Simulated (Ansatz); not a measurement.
Results of PBE-D4 (plane waves, PAW; Ansatz, an electronic-structure program) for 2H WSe2.

Numerical settings: plane-wave cutoff 520 eV, 12×12×4 k mesh (along the axes of the cell as run), no spin polarisation, scalar-relativistic PAW data made under PBE.

Computed at the level's own relaxed cell.

```yaml
crystal:
  lattice:
    - [3.27885, 0.00000, 0.00000]
    - [-1.63943, 2.83957, 0.00000]
    - [0.00000, 0.00000, 12.83199]
  atoms:
    - { symbol: W, position: [0.66667, 0.33333, 0.75000] }
    - { symbol: W, position: [0.33333, 0.66667, 0.25000] }
    - { symbol: Se, position: [0.66667, 0.33333, 0.38134] }
    - { symbol: Se, position: [0.33333, 0.66667, 0.88134] }
    - { symbol: Se, position: [0.33333, 0.66667, 0.61866] }
    - { symbol: Se, position: [0.66667, 0.33333, 0.11866] }
```

Problem. Give the elastic tensor (Voigt notation, GPa, ions relaxed, in the Cartesian axes of the cell as printed).

Solution. 
```
  200.6    37.0    12.6     0.0     0.0     0.0
   37.0   200.6    12.6     0.0     0.0     0.0
   12.6    12.6    63.6     0.0     0.0     0.0
    0.0     0.0     0.0    22.1     0.0     0.0
    0.0     0.0     0.0     0.0    22.1     0.0
    0.0     0.0     0.0     0.0     0.0    81.8
```

Note: the dispersion coefficients are held fixed in the derivatives.

Spin–orbit coupling is not included.

The computed numbers hold no vibrational or temperature effects.
